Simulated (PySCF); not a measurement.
CH3O, SMILES C=[OH+], charge +1.

Coordinates come from a B3LYP-D3(BJ)/def2-TZVP optimisation. The isomer is the one that the SMILES or the coordinates give; other isomers of the formula were not compared.

Method: B3LYP-D3(BJ)/def2-TZVP in PySCF 2.14.0.

Frequencies are harmonic and unscaled.

```
mode  ν (cm⁻¹)  IR (km/mol)  Raman (Å⁴/amu)  depolarisation  moving atoms (share of kinetic energy)
----  --------  -----------  --------------  --------------  --------------------------------------
1         1021        117.6             0.2            0.75                                  H 92 %
2         1111         76.3             1.5            0.54                                  H 95 %
3         1246         13.6             0.2            0.75                          H 74 %, C 25 %
4         1375        106.9             1.9            0.70                  H 69 %, O 16 %, C 15 %
5         1480         49.8             9.9            0.42                          H 79 %, O 17 %
6         1666         46.7             4.5            0.02                  C 53 %, O 25 %, H 22 %
7         3078          3.6            70.6            0.10                                  H 95 %
8         3219         22.8            28.5            0.68                          H 88 %, C 12 %
9         3555        292.1            53.9            0.24                                  H 94 %
```
